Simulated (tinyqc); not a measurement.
Worked calculation: Hueckel theory of the pi electrons, for the molecule c1c[cH+]1 (SMILES; centres numbered as the heavy atoms are written). Computed by tinyqc, a small Python program that keeps every step. Settings: charge = 1. Command: `OMP_NUM_THREADS=1 python tinyqc.py 24214 24215 out.jsonl` (the two numbers bound the seeds that draw the settings). One thread of a shared host (Intel(R) Xeon(R) Processor @ 2.60GHz), about 0.01 s of CPU time with the checks.

## The Hueckel matrix

Centres:
```
centre  z_r, pi electrons of the neutral centre       h
1C                                            1  0.0000
2C                                            1  0.0000
3C                                            1  0.0000
```

Bonds:
```
i  j  k
1  2  1
2  3  1
3  1  1
```

H_rr = alpha + h_r beta, H_rs = k_rs beta for bonded centres.

Hueckel matrix in units of beta (H = alpha + beta A), order 1C, 2C, 3C:
```
[[0.0000, 1.0000, 1.0000],
 [1.0000, 0.0000, 1.0000],
 [1.0000, 1.0000, 0.0000]]
```

## Orbitals

pi electrons, sum of z_r less the charge = 2

Diagonalise; E = alpha + x beta with beta < 0, so the largest x are filled first; degenerate levels share their electrons. P = sum n_i c_ri c_si; each orbital has its largest coefficient positive (the first on a tie).

x values: [2.0000, -1.0000, -1.0000]

occupations: [2.0000, 0.0000, 0.0000]

coefficients, order 1C, 2C, 3C:
```
[[0.5774, -0.2832, 0.7658],
 [0.5774, 0.8048, -0.1376],
 [0.5774, -0.5216, -0.6282]]
```

charge and bond-order matrix P, order 1C, 2C, 3C:
```
[[0.6667, 0.6667, 0.6667],
 [0.6667, 0.6667, 0.6667],
 [0.6667, 0.6667, 0.6667]]
```

Within a degenerate level the vectors are fixed only up to a rotation; this is one choice.

## Energy, charges, bond orders

E = sum n x; q_r = z_r - P_rr; bond order p = P_rs; free valence = sqrt(3) - sum of p over the bonds of the atom.

pi energy = 2 alpha + this times beta = 4.0000

pi charges: [0.3333, 0.3333, 0.3333]

Bond orders and lengths from R = 1.517 - 0.180 p (angstrom, C-C alone):
```
bond       p       R
1-2   0.6667  1.3970
2-3   0.6667  1.3970
3-1   0.6667  1.3970
```

free valence of the carbons: [0.3987, 0.3987, 0.3987]

gap between the highest filled and the next level = 3.0000 |beta|
